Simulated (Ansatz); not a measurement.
Reaction (SMILES): OCl (OH-Cl) → HClO+ (doublet, bonded as OCl) + e-
B3LYP-D3(BJ)/def2-TZVP geometries, fixed; electronic energies without zero-point terms.
Largest species:
```xyz
3

O      0.0220     1.1044    -0.0012
H     -0.9233     1.3146     0.0160
Cl     0.0439    -0.5970    -0.0004
```

Basis-set convergence of the adiabatic ionisation energy at r2SCAN with Ansatz (a program for electronic structure). Cartesian d functions, on some or all atoms, in 6-31G*, 6-31G**, 6-311G**; all else is spherical. The program fits the integrals of some runs and decomposes those of others, by size. Open shells are unrestricted. No added dispersion term, no relativity. Functions are those of the species that has most. Reference: the value in pcseg-4, 10.825 eV, itself unsure by roughly 0.004 eV (its mean distance from aug-pcseg-3, aug-cc-pV(Q+d)Z, cc-pV(5+d)Z). Deviations are taken from unrounded values.

```csv
basis,functions
STO-3G,15
3-21G,24
6-31G,24
6-31G*,36
6-31G**,39
cc-pV(D+d)Z,42
6-311G**,51
aug-cc-pV(D+d)Z,64
cc-pV(T+d)Z,83
jun-cc-pV(T+d)Z,101
aug-cc-pV(T+d)Z,124
cc-pV(Q+d)Z,149
aug-cc-pV(Q+d)Z,215
cc-pV(5+d)Z,246
```

### Question
Which is the smallest set listed that can be trusted to 0.1 eV here, that is, within that of the reference together with its larger relatives (same family, alike in diffuse functions; a set with none to test it counts only in the reference's own line)?

### Answer
The smallest set listed that lies within 0.1 eV of the reference with all its larger relatives (same family, alike in diffuse functions; a set with none counts only in the reference's own line) is cc-pV(D+d)Z (42 functions, 0.004 eV off). Inside the window by cancellation, since a larger relative falls out: 6-31G*, 6-31G**. Value minus reference: STO-3G -1.142, 3-21G 0.346, 6-31G 0.616, 6-31G* 0.014, 6-31G** 0.018, cc-pV(D+d)Z 0.004, 6-311G** 0.118, aug-cc-pV(D+d)Z 0.124, cc-pV(T+d)Z -0.027, jun-cc-pV(T+d)Z 0.022, aug-cc-pV(T+d)Z 0.017, cc-pV(Q+d)Z -0.016, aug-cc-pV(Q+d)Z 0.005, cc-pV(5+d)Z -0.004 eV.
